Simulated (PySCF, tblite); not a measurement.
# Complex of chlorine and water

A gas-phase complex of chlorine and water; neutral, singlet. The structure comes from a short search (6 tight-binding starts) and was optimised by PBE0-D3(BJ)/def2-TZVPD; another way of binding may lie lower.

This structure isn't a minimum but lies at or near a saddle point (172i cm⁻¹ by PBE0-D3(BJ)/def2-TZVPD), and forces of up to 0.018 eV/Å are left. All values below rest on it.

```csv
part,name,SMILES,atoms,charge,multiplicity
1,chlorine,ClCl,1–2,0,1
2,water,O,3–5,0,1
```

Coordinates in Å:
```
Cl1     0.870    0.251    0.703
Cl2    -0.483   -0.194   -0.685
O3     -2.425   -0.751   -2.582
H4     -3.134   -0.130   -2.761
H5     -2.574   -1.494   -3.172
```

Contacts between parts, classed by geometry: Cl1–Cl2···O3 2.771 Å (halogen bond, 178°).

Interaction energies are complex less parts, with the parts frozen as they stand in it; counterpoise-corrected, in kcal/mol (PySCF). The CCSD(T) estimate is Hartree-Fock/aug-cc-pVQZ, plus the MP2 correlation part extrapolated as X⁻³ from aug-cc-pVTZ and aug-cc-pVQZ, plus CCSD(T) less MP2 in aug-cc-pVDZ; noble-gas cores are frozen. It isn't the exact limit.

```tsv
level	interaction	superposition error removed
Hartree-Fock/aug-cc-pVQZ	-0.77	-
wB97M-D3(BJ)/def2-TZVPD	-2.31	-0.14
PBE0-D3(BJ)/def2-TZVPD	-2.70	-0.18
MP2/aug-cc-pVQZ	-2.84	-0.20
```

What does CCSD(T) at its estimated basis limit give, and which of these levels comes nearest?

-2.65 kcal/mol. PBE0-D3(BJ)/def2-TZVPD is nearest, off by -0.05; the errors are Hartree-Fock/aug-cc-pVQZ +1.88, wB97M-D3(BJ)/def2-TZVPD +0.34, PBE0-D3(BJ)/def2-TZVPD -0.05, MP2/aug-cc-pVQZ -0.19.

What holds them together? Decompose the wB97M-D3(BJ)/def2-TZVPD energy: frozen parts, their antisymmetrised product, then relaxation.

electrostatic -4.5, Pauli repulsion +4.7, orbital relaxation -2.0, dispersion correction -0.6 kcal/mol, which sum to the value before the counterpoise correction; the Pauli term holds the exchange-correlation of the frozen density too. Of the attraction, 63 % is electrostatic, 29 % is orbital relaxation, 9 % is dispersion correction.

The parts were also relaxed and run alone, at the levels used for the complex: shieldings by PBE0/pcSseg-2; core levels by delta-SCF with SCAN, pcX-2 on the ionised atom and pcseg-1 elsewhere, spin-free X2C (2p3/2 is the spin-free 2p value less a third of a first-order spin-orbit splitting).

How do these values change when the complex forms?


```json
{"property": "Cl1–Cl2 bond (Å)", "alone": "1.980", "in the complex": "1.990", "change": "+0.009"}
{"property": "shielding of Cl2 (ppm)", "alone": "651.1", "in the complex": "615.9", "change": "-35.2"}
{"property": "shielding of O3 (ppm)", "alone": "329.1", "in the complex": "320.7", "change": "-8.4"}
{"property": "shielding of Cl1 (ppm)", "alone": "651.1", "in the complex": "682.2", "change": "+31.1"}
{"property": "Cl1 2p3/2 core level (eV)", "alone": "208.00", "in the complex": "207.03", "change": "-0.97"}
{"property": "Cl2 2p3/2 core level (eV)", "alone": "208.00", "in the complex": "207.22", "change": "-0.78"}
{"property": "O3 1s core level (eV)", "alone": "539.76", "in the complex": "539.98", "change": "+0.22"}
```

The core-hole state of Cl2 is spin-contaminated (⟨S²⟩ 0.82 against 0.75 for a pure doublet), so that value and differences from it are less sure.

The 6 runs behind this took 2.6 min in all, one thread each of AMD EPYC 9R45 96-Core on a shared host, launched as `OMP_NUM_THREADS=1 python cluster_run.py task.json out`.
